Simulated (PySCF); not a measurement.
Match the calculated data to a structure.

| technique | computed result |
| --- | --- |
| UV, strongest line | among the 8 lowest singlet transitions: S3 at 8.33 eV (149 nm, f = 0.045) [TDDFT wB97X-D/def2-SVPD] |
| Triplet | lowest triplet excitation (Tamm–Dancoff): 7.38 eV [TDA wB97X-D/def2-SVPD] |
| Dipole | 1.20 D [wB97X-D/def2-SVPD] |
| Rotational structure | rotational constants A, B, C: 4.572, 2.622, 1.834 GHz [GFN2-xTB] |
| UV, first state | lowest singlet excitation: 7.46 eV (166 nm, f = 0.010) [TDDFT wB97X-D/def2-SVPD] |
| Polarisability | 67.5 au [wB97X-D/def2-SVPD] |

The electronic properties come from PySCF, for the isolated species, density fitting. Levels stand in brackets. Isolated species at its GFN2-xTB geometry (one conformer only).

Question: Which candidate is it?
A. `CC(C)CCO` (3-methyl-1-butanol)
B. `CC[C@H](C)OC` (s-BuOMe)
C. `COC(C)(C)C` (tert-butyl methyl ether)

Answer: B. It is `CC[C@H](C)OC`. Numbering: `[CH3:1][CH2:2][C@H:3]([CH3:4])[O:5][CH3:6]`. Its formula, C5H12O, gives 0 degrees of unsaturation, so no ring and no π bond. The optimised geometry has point group C1 and is an asymmetric top.

The others, at the same levels:
- `CC(C)CCO` fails: its computed lowest singlet excitation is 7.25 eV (171 nm, f = 0.007) (against 7.46 eV), lowest triplet excitation (Tamm–Dancoff) is 7.01 eV (against 7.38 eV) and strongest line among the 8 lowest singlet transitions is S8 at 9.45 eV (131 nm, f = 0.091) (against S3 at 8.33 eV).
- `COC(C)(C)C` fails: its computed strongest line among the 8 lowest singlet transitions is S8 at 9.36 eV (132 nm, f = 0.063) (against S3 at 8.33 eV) and smallest rotational constant is 2.725 GHz (against 1.834 GHz).

Each candidate is one conformer, not necessarily the lowest. The conformers computed, where there is a choice (atom-mapped SMILES and torsion angles):
- `[CH3:1][CH2:2][C@H:3]([CH3:4])[O:5][CH3:6]`: C1–C2–C3–C4 -170°, C2–C3–O5–C6 -160°
- `[CH3:1][CH:2]([CH3:3])[CH2:4][CH2:5][OH:6]`: C1–C2–C4–C5 173°, C2–C4–C5–O6 -175°, H–O6–C5–C4 56°
- `[CH3:1][O:2][C:3]([CH3:4])([CH3:5])[CH3:6]`: C1–O2–C3–C4 62°
